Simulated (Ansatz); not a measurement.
Elastic constant C66 (GPa) of solids drawn from the class of elemental solids other than molecular ones, at two levels: LDA in Ansatz (plane waves, PAW), and PBEsol in Ansatz (PAW).

```tsv
solid	LDA	PBEsol	shift (%)
hcp Tl	3.11	3.08	-1.0
hcp Ru	221	212	-4.1
double-hcp La	20.6	20.2	-1.9
hcp Sc	36.6	33.9	-7.4
hcp Co	128	113	-11.7
hcp Zr	32.5	39.1	+20
hcp Os	282	276	-2.1
hcp Tc	152	146	-3.9
```

The shifts run from -11.7 % to +20 %, with a median of -3.0 %.

Over all 8 rows PBEsol is the larger in 1.

Ansatz's runs of these crystals have no spin polarisation, but for hcp Co.

Density-functional runs with spin start from parallel moments for hcp Co.

Spin–orbit coupling is left out, also for the solids with elements from indium on (hcp Tl, double-hcp La, hcp Os); its size isn't shown.

Each level is taken at its own relaxed cell. Ansatz's density-functional and Hartree–Fock values are scalar-relativistic unless marked +SOC, with PAW data made under PBE.

Ansatz is a program for electronic structure.
